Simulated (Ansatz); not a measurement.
A nudged elastic band was laid between two geometries of C2H3F2N (8 atoms, charge 0, multiplicity 1).

Level of theory: RKS B3LYP-D4/def2-SVP in Ansatz 0.2.0.

| Quantity | Value |
| --- | --- |
| movable images | 5 |
| climbing image | yes |
| spring | 5.0 eV/Å² |
| optimiser | quadratic models (default) |
| start path | through a guess of the saddle point |
| force threshold | 0.05 eV/Å |
| iteration limit | 60 |
| end points | relaxed |

First end point:

```xyz
8
Properties=species:S:1:pos:R:3
C -0.916 -0.205 0.499
N 0.019 0.741 -0.068
C 1.076 0.378 -0.599
F 1.529 -0.866 -0.745
F 1.952 1.204 -1.125
H -1.081 0.044 1.560
H -0.598 -1.259 0.428
H -1.889 -0.094 -0.006
```

Last end point:

```xyz
8
Properties=species:S:1:pos:R:3
C -0.916 -0.205 0.499
N 0.018 0.741 -0.070
C 1.076 0.377 -0.600
F 1.950 1.204 -1.128
F 1.531 -0.866 -0.742
H -1.081 0.046 1.560
H -0.597 -1.259 0.430
H -1.890 -0.096 -0.005
```

Problem. Which bonds break or form, and what moves?

Solution. No bond is made or broken. The dihedral C1–N2–C3–F5 changes from -180 to 0° by way of a nearly straight angle C1–N2–C3 (up to 179°), not by a turn about the bond. The two ends are copies of one structure, up to a mirror image or an exchange of like atoms.

Problem. What energy profile does the band end with?

Solution. It converged. The highest image is number 4 of 0 to 6, 13.4 kcal/mol above the ends, which have the same energy within 2 meV. Beside the main top the profile has a ripple of under 15 meV (maxima at images 1, 4), which may be a very shallow well or noise. A vibrational analysis at the climbing image gives one clearly imaginary mode, 250i cm⁻¹, and a faint second one (18i cm⁻¹) that may be numerical noise or a soft torsion: probably a first-order saddle point.

```
image  path coordinate (Å)  energy (kcal/mol)  angle C1–N2–C3 (°)
    0                 0.00                0.0                 122
    1                 0.92                0.6                 121
    2                 1.83                0.5                 121
    3                 2.75                3.1                 136
    4                 3.67               13.4                 179
    5                 4.82                1.4                 127
    6                 5.97                0.0                 122
```

Problem. What is the geometry of the highest image?

Solution. 
```xyz
8
Properties=species:S:1:pos:R:3
C -0.989 -0.299 0.602
N 0.165 0.042 -0.125
C 1.160 0.332 -0.728
F 1.268 0.623 -2.036
F 2.410 0.437 -0.243
H -1.154 0.423 1.420
H -0.867 -1.289 1.075
H -1.902 -0.327 -0.020
```

Run time: 4.2 min on 1 thread of Arm Neoverse V1, on a shared host, peak memory 0.27 GiB.
